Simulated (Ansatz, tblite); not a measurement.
**The cluster S₃+: a ladder of methods and basis sets**

An exercise on one series of results from a longer session: the logs are not shown, and one member is left open.

The runs use Ansatz 0.2.0, Gaussian basis; as each input shows.

Plan: GFN1-xTB, GFN2-xTB, PBE-D4/def2-TZVP, r2SCAN-D4/def2-TZVP, HSE06-D4/def2-TZVP, BLYP-D4/def2-TZVP, BHLYP-D4/def2-TZVP, HF/def2-TZVP, ωB97X-V/def2-TZVP, PBE-D4/def2-SVP, PBE0-D4/def2-SVP, CCSD(T)/def2-TZVPP, MP2/def2-TZVP, RPA/def2-TZVP.

### The structure

The doublet was relaxed beforehand with PBE-D4/def2-TZVP. At that level it is the lowest of the isomers that a small search found.

3 atoms, charge 1, spin multiplicity 2.

Bond lengths: S1–S2 2.018 Å, S1–S3 2.181 Å, S2–S3 2.018 Å. Angles: S2–S1–S3 57.3°, S1–S2–S3 65.4°, S1–S3–S2 57.3°.

The ion is computed in the gas phase, without counter-ions or solvent.

PBE0-D4/def2-TZVP was run before; its log isn't repeated, and its numbers join the tables.

Set-up of the first run:

Tight binding, by tblite at 300 K electronic temperature and without a spin-polarisation term:

```python
tblite.interface.Calculator('GFN1-xTB', numbers, positions, charge=1, uhf=1).singlepoint()
```

Tight binding, by tblite at 300 K electronic temperature and without a spin-polarisation term:

```python
tblite.interface.Calculator('GFN2-xTB', numbers, positions, charge=1, uhf=1).singlepoint()
```

start.molden holds the orbitals of an earlier run on this state, given as this run's starting guess.

in.yaml

```yaml
crystal:
  periodic: [false, false, false]
  atoms:
    - {symbol: S, position_ang: [-0.522475, 0.962215, 0.557062]}
    - {symbol: S, position_ang: [1.128970, -0.071695, 0.033114]}
    - {symbol: S, position_ang: [-0.606496, -0.890519, -0.590176]}
basis:
  gaussian: {orbitals: def2-TZVP, initial_orbitals: start.molden}
total_charge: 1
magnetization: {spin_polarized: true, initial_magnetization: 1}
hamiltonian: {xc: pbe, dispersion: d4}
scf: {omitted_lower_state_checks: [starts]}
output: {orbitals: {seedname: orbitals}}
```

Started as:

```bash
$ ansatz run in.yaml --threads 4 --pin off --events-out ev --progress --plain --max-ram 3916MiB
```

Steps of the session up to this table: PBE-D4/def2-TZVP; r2SCAN-D4/def2-TZVP; HSE06-D4/def2-TZVP; BLYP-D4/def2-TZVP; BHLYP-D4/def2-TZVP; HF/def2-TZVP; ωB97X-V/def2-TZVP; PBE-D4/def2-SVP; PBE0-D4/def2-SVP; CCSD(T)/def2-TZVPP; MP2/def2-TZVP; RPA/def2-TZVP.

One table of the session follows, with a row left open; its other results are not shown here.

```
              level  HOMO (eV)  LUMO (eV)  gap (eV)
       HF/def2-TZVP     -15.75      -6.98      8.76
    PBE-D4/def2-SVP     -12.37     -12.07      0.31
   PBE-D4/def2-TZVP     -12.19     -11.80      0.39
  BLYP-D4/def2-TZVP     -12.01     -11.66      0.35
r2SCAN-D4/def2-TZVP     -12.35     -11.70      0.65
   PBE0-D4/def2-SVP     -13.48     -11.35      2.13
  PBE0-D4/def2-TZVP     -13.24     -11.00      2.24
 HSE06-D4/def2-TZVP     -12.85     -11.38      1.47
 BHLYP-D4/def2-TZVP          ?          ?         ?
  ωB97X-V/def2-TZVP     -15.49      -8.97      6.52
```

Q: Estimate the row for BHLYP-D4/def2-TZVP from the others.

The run gave: HOMO (eV): -14.17; LUMO (eV): -10.01; gap (eV): 4.16. In the column «HOMO (eV)» it lies between ωB97X-V/def2-TZVP (-15.49) and PBE0-D4/def2-SVP (-13.48).
